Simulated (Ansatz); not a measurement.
## Ansatz (development build ahead of 0.2.0) run

```yaml
crystal:
  periodic: [false, false, false]
  atoms:
    - { symbol: O, position_ang: [-1.3396, -0.14446, 0.0] }
    - { symbol: H, position_ang: [-1.75271, 0.63809, 0.0] }
    - { symbol: H, position_ang: [-0.47474, 0.0808, 0.0] }
    - { symbol: O, position_ang: [1.26364, 0.14889, 0.0] }
    - { symbol: H, position_ang: [1.41758, -0.37714, -0.69776] }
    - { symbol: H, position_ang: [1.41758, -0.37714, 0.69776] }
basis:
  gaussian: { orbitals: cc-pVTZ }
hamiltonian:
  xc: hf
correlation:
  method: mp2
  frozen_orbitals: { H: 0, O: 1 }
```

The input is written out in the form of the current development build from the run's settings.

Results

| Property | Result |
| --- | --- |
| Converged | yes |
| Reference energy | -152.10236 hartree |
| Correlation energy | -0.51756 hartree |
| Total energy | -152.61992 hartree |
| Spin squared of the determinant | 0.000 |

Caution: no unrestricted run beside it, a lower state can exist.
